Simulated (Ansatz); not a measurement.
Write a Python script for Ansatz 0.2.0, Python API that makes a geometry optimisation of OP (charge -1). Use: PBE, cc-pVDZ basis, multiplicity 3, D4 dispersion.

| atom | x (Å) | y (Å) | z (Å) |
| --- | --- | --- | --- |
| P | 0.0000 | 0.0000 | 0.0000 |
| O | 0.0000 | 0.0000 | 1.7650 |

The script, `opt.py`:
```python
"""Minimum-energy structure of OP(-)."""

import itertools
import warnings

import ansatz as az
from ase.data import atomic_numbers, covalent_radii
import numpy as np

GEOMETRY = """
P     0.00000    0.00000    0.00000
O     0.00000    0.00000    1.76500
"""

warnings.simplefilter("ignore", az.DeckWarning)

molecule = az.Crystal.molecule()
for line in GEOMETRY.strip().splitlines():
    symbol, *xyz = line.split()
    molecule = molecule.atom(symbol, [float(v) for v in xyz])

setup = (
    molecule.calculation()
    .basis(gaussian="cc-pVDZ")
    .functional("pbe", dispersion="d4")
    .charge(-1)
    .spin("collinear", total=2)
)
symbols = [site.symbol for site in molecule.cartesian_sites]
start = np.array([site.position_ang for site in molecule.cartesian_sites], dtype=float)
def progress(event):
    if event["event"] == "relax_step":
        row = event["data"]
        print(f"step {row['step']:3d}  E = {row['lagrangian_ev']:.6f} eV  largest force component {row['allowed_force_max_ev_ang']:.4f} eV/A")


data = setup.relax(force_tolerance=0.01, max_steps=100).session().plan().execute(on_event=progress).report
end = np.array(data["positions_ang"])

for key in ("converged", "free_energy_ev", "reference_energy_ev", "n_frozen", "n_occupied", "n_virtual"):
    print(f"{key:22s} {data[key]}")

# pairs closer than 1.2 times the sum of covalent radii, before or after
radius = [covalent_radii[atomic_numbers[s]] for s in symbols]
span = lambda where, i, j: np.linalg.norm(where[i] - where[j])
bonded = [(i, j) for i, j in itertools.combinations(range(len(symbols)), 2) if min(span(start, i, j), span(end, i, j)) < 1.2 * (radius[i] + radius[j])]
print("pair        before    after (A)")
for i, j in bonded:
    print(f"{symbols[i]}{i}-{symbols[j]}{j}".ljust(10), f"{span(start, i, j):8.4f} {span(end, i, j):8.4f}")

charges = data["charge_distribution"]
dipole = np.array(charges["dipole_moment_e_ang"]) * 4.803205
print("dipole (D): {:.3f} {:.3f} {:.3f}, length {:.3f}".format(*dipole, np.linalg.norm(dipole)))
print("atom  Mulliken   Lowdin")
for symbol, m, l in zip(symbols, charges["mulliken_charges_e"], charges["lowdin_charges_e"]):
    print(f"{symbol:4s} {m:9.3f} {l:8.3f}")
```

Output of `python opt.py`:
```text
step   1  E = -11328.313813 eV  largest force component 3.4234 eV/A
step   2  E = -11328.511964 eV  largest force component 2.2140 eV/A
step   3  E = -11328.591308 eV  largest force component 1.1459 eV/A
step   4  E = -11328.608518 eV  largest force component 0.0033 eV/A
converged              True
free_energy_ev         -11328.608536808282
reference_energy_ev    -11328.582455556842
n_frozen               0
n_occupied             [13, 11]
n_virtual              [19, 21]
pair        before    after (A)
P0-O1        1.7650   1.6147
dipole (D): -0.000 0.000 -0.355, length 0.355
atom  Mulliken   Lowdin
P       -0.455   -0.627
O       -0.545   -0.373
```

Notes:
- Total energies depend on the basis set; only differences at equal settings carry meaning.
- The end point is the stationary point reached from this start; no frequency run checks that it is a minimum, and the basis set is modest.
- The run takes the species as open-shell (spin multiplicity 3), which needn't be its ground state.
- The Löwdin charges here are taken after orthogonalising the functions within each atom; they differ from plain Löwdin charges, and their signs can be unphysical.
- An ion's dipole depends on the origin; the program takes it about the centre of nuclear charge.
- Total less reference energy is the dispersion correction.
- The spin state was assumed, and another may lie lower.
- Anions want diffuse functions, which this basis lacks.
- Timing: 5.3 s on 1 thread of Intel(R) Xeon(R) Platinum 8259CL CPU @ 2.50GHz (Skylake/Cascade Lake), on a shared host, peak memory 0.18 GiB.
